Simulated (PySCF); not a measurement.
Species: C3H3 (charge +1).
SMILES with atom numbers: `[cH:1]1[cH:2][cH+:3]1` (hydrogens: H4 on C1; H5 on C2; H6 on C3)

Jobs on this species (6 atoms, 20 electrons) with PySCF (density fitting). Hardware of each: an Arm Neoverse N1 with one thread, shared host. Times come from a shared host and carry two figures at best. Peak memory is the resident size of the whole Python process, interpreter and libraries included.

Task: Rank these jobs by wall time, shortest first.
A. CAM-B3LYP/6-31G-J, energy threshold 1e-11 Eh; 1 singlet by TDA, 5 Tamm–Dancoff triplets, polarisability, density and orbital grids written; 48 basis functions
B. CAM-B3LYP/6-31++G**, grid level 4; shieldings, ring-centre shieldings, charges and field gradients; 72 basis functions
C. PBE0/MINI, IEF-PCM chloroform, energy threshold 1e-08 Eh, damping 0.2 at the start, DIIS from the seventh cycle; shieldings, ring-centre shieldings; 18 basis functions

Result: C (0.99 s), A (3.5 s), B (6.9 s).

All jobs:

| level and settings | work | basis functions | SCF cycles | wall time | peak memory |
| --- | --- | --- | --- | --- | --- |
| PBE0/MINI, IEF-PCM chloroform, energy threshold 1e-08 Eh, damping 0.2 at the start, DIIS from the seventh cycle | shieldings, ring-centre shieldings | 18 | 7 | 0.99 s | 0.45 GiB |
| PBE0/cc-pVDZ, IEF-PCM chloroform, energy threshold 1e-11 Eh | spin–spin couplings from 6 perturbed nuclei | 57 | 9 | 3.4 s | 0.40 GiB |
| CAM-B3LYP/6-31G-J, energy threshold 1e-11 Eh | 1 singlet by TDA, 5 Tamm–Dancoff triplets, polarisability, density and orbital grids written | 48 | 8 | 3.5 s | 0.45 GiB |
| B97-D/pcSseg-1, level shift 0.1 Eh | shieldings, ring-centre shieldings, charges and field gradients | 66 | 8 | 4.1 s | 0.45 GiB |
| PBE0/def2-SVPD | 6 singlets by full TDDFT, 2 Tamm–Dancoff triplets, polarisability, density and orbital grids written | 84 | 11 | 4.6 s | 0.36 GiB |
| PBE0/pcSseg-1 | shieldings, ring-centre shieldings, charges and field gradients, density and orbital grids written | 66 | 11 | 4.9 s | 0.31 GiB |
| PBE0/pcSseg-1, grid level 4 | shieldings, ring-centre shieldings, density and orbital grids written | 66 | 11 | 6.3 s | 0.45 GiB |
| CAM-B3LYP/6-31++G**, grid level 4 | shieldings, ring-centre shieldings, charges and field gradients | 72 | 10 | 6.9 s | 0.49 GiB |
| revPBE/cc-pVTZ, level shift 0.2 Eh | shieldings, ring-centre shieldings | 132 | 8 | 7.1 s | 0.40 GiB |

Task: What do all jobs in the table cost together?

Result: About 42 s; the longest takes about 17 % of that, and about 7.2 times as long as the shortest.

The pairwise dispersion term of B97-D wasn't added to the energies; at a given geometry it leaves orbitals and properties as they are.
